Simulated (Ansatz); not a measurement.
Input file for Ansatz (an electronic-structure program): R-SVWN5/def2-TZVPPD on CH4 (SMILES C). Files ending in .json are basis or fitting sets from the Basis Set Exchange.

Ansatz 0.2 input:
```yaml
crystal:
  periodic: [false, false, false]
  atoms:
    - {symbol: C, position_ang: [0.00000000, 0.00000000, 0.00000000]}
    - {symbol: H, position_ang: [0.00000000, 1.08744517, 0.00000000]}
    - {symbol: H, position_ang: [-0.51262657, -0.36248173, 0.88789526]}
    - {symbol: H, position_ang: [-0.51262657, -0.36248173, -0.88789526]}
    - {symbol: H, position_ang: [1.02525314, -0.36248173, 0.00000000]}
basis:
  gaussian:
    orbitals: def2-TZVPPD.json
hamiltonian:
  xc: {name: SVWN5}
scf: {lower_state_search: off}
```

The head of its log:

```
WARN ansatz: RAYON_NUM_THREADS=1 ignored (pool sized by the plan → 1); use --threads N
Functional definition: SVWN5
these checks for a lower state are left out or cut short: stability, starts, cluster_reference, orbital_swaps, neighbouring_geometries, increment
integrals: 0.01 GiB planned
410 factors; their error is unknown
mean field: 0.20 GiB planned
mean field evaluation 1: about -1083.3788 eV, gradient 6.1e1 eV
mean field evaluation 2: about -1073.9107 eV, gradient 7.8e1 eV
```

**Question.** Predict the final total energy.

**Answer.** -40.1177 hartree.
